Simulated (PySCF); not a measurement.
Isomers of C3H5NO and their computed core-level spectra.

Method: delta-SCF UKS SCAN, pcX-2 on the ionised atom, pcseg-1 elsewhere, spin-free X2C (PySCF). Geometries: PBE0-D3(BJ)/def2-SVP; isolated species, one conformer each.

Line lists (1s up to Mg, 2p3/2 beyond; areas count atoms within a level, one atom standing for each set equivalent by bonding):
1. C 1s: 292.37 (area 1), 292.76 (area 1), 292.84 (area 1) eV; N 1s: 404.85 eV; O 1s: 539.08 eV
2. C 1s: 292.56 (area 1), 292.62 (area 1), 293.11 (area 1) eV; N 1s: 405.40 eV; O 1s: 539.40 eV
3. C 1s: 291.23 (area 1), 292.64 (area 1), 294.05 (area 1) eV; N 1s: 405.62 eV; O 1s: 537.64 eV
4. C 1s: 290.76 (area 1), 290.98 (area 1), 293.87 (area 1) eV; N 1s: 406.04 eV; O 1s: 536.82 eV
5. C 1s: 291.80 (area 1), 292.65 (area 1), 293.20 (area 1) eV; N 1s: 404.50 eV; O 1s: 539.37 eV
6. C 1s: 291.47 (area 1), 292.52 (area 1), 294.07 (area 1) eV; N 1s: 404.93 eV; O 1s: 538.76 eV

Structures:
A. `C=NC(C)=O`
B. `C1=NCCO1`
C. `C=CC(N)=O`
D. `[H]/N=C(/C)C=O`
E. `C(CO)C#N`
F. `[H]/N=C\[C@H]1CO1`

Question: Match each list to its structure.

Answer: 
- 1 = F: another candidate has the same counts of sites, so positions decide. C 1s: 292.37 imine carbon, 292.76 sp3 carbon bound to oxygen, 292.84 sp3 carbon bound to oxygen; N 1s: 404.85 imine nitrogen; O 1s: 539.08 epoxide oxygen.
- 2 = E: another candidate has the same counts of sites, so positions decide. C 1s: 292.56 sp3 carbon next to a nitrile, 292.62 nitrile carbon, 293.11 carbinol carbon (C–OH); N 1s: 405.40 nitrile nitrogen; O 1s: 539.40 alcohol oxygen.
- 3 = A: another candidate has the same counts of sites, so positions decide. C 1s: 291.23 methyl carbon next to a carbonyl, 292.64 imine carbon, 294.05 carbonyl carbon; N 1s: 405.62 imine nitrogen; O 1s: 537.64 carbonyl oxygen.
- 4 = C: another candidate has the same counts of sites, so positions decide. C 1s: 290.76 terminal =CH2 carbon, 290.98 alkene CH carbon, 293.87 amide carbonyl carbon; N 1s: 406.04 amide nitrogen; O 1s: 536.82 amide oxygen.
- 5 = B: another candidate has the same counts of sites, so positions decide. C 1s: 291.80 sp3 carbon bound to nitrogen, 292.65 sp3 carbon bound to oxygen, 293.20 C=N carbon; N 1s: 404.50 C=N nitrogen; O 1s: 539.37 oxygen bonded to 2 C.
- 6 = D: another candidate has the same counts of sites, so positions decide. C 1s: 291.47 methyl carbon, 292.52 imine carbon, 294.07 aldehyde carbon; N 1s: 404.93 imine nitrogen; O 1s: 538.76 aldehyde oxygen.

5 of these hole states are spin-contaminated (⟨S²⟩ up to 0.94, against 0.75; counted from 0.85) and less certain.
